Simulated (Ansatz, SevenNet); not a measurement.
**hcp Lu, equilibrium volume per atom**

Reference value: 29.52 Å³/atom (measured, room temperature, no zero-point or thermal correction; as tabulated in Söderlind et al. (2014), doi:10.1088/0953-8984/26/41/416001).

Problem. What do SevenNet-0, LDA, PBE, PBEsol, PBEsol+SOC, PBE-D3(BJ), PBE-D4, r²SCAN, r²SCAN+rVV10 give, and how far is each from the reference?

Solution. 
| level (code) | value (Å³/atom) | difference (%) |
|---|---|---|
| SevenNet-0 (SevenNet) | 29.55 | +0.1 |
| LDA (Ansatz) | 25.99 | -12.0 |
| PBE (Ansatz) | 29.10 | -1.4 |
| PBEsol (Ansatz) | 27.48 | -6.9 |
| PBEsol+SOC (Ansatz) | 27.27 | -7.6 |
| PBE-D3(BJ) (Ansatz) | 27.91 | -5.5 |
| PBE-D4 (Ansatz) | 28.55 | -3.3 |
| r²SCAN (Ansatz) | 29.01 | -1.7 |
| r²SCAN+rVV10 (Ansatz) | 28.56 | -3.3 |

The reference is not for a static lattice or low temperature, so close values are not ranked against it. Off by more than 3.8 % (a bound picked here): LDA (-12.0 %), PBEsol (-6.9 %), PBEsol+SOC (-7.6 %), PBE-D3(BJ) (-5.5 %).

The reference has no zero-point or thermal correction, while the calculations are for a static lattice, so the differences are not the levels' errors alone. A static lattice is as a rule a little smaller than the measured one.  Density-functional levels without +SOC have no spin–orbit coupling. Cutoffs and k meshes differ between the levels. Ansatz's density-functional and Hartree–Fock values are scalar-relativistic unless marked +SOC, with PAW data made under PBE.

Machine-learned potentials (SevenNet-0) are trained on DFT data, which may include these solids.

Differences are worked out from the printed values.

Ansatz is a quantum-chemistry and plane-wave program.
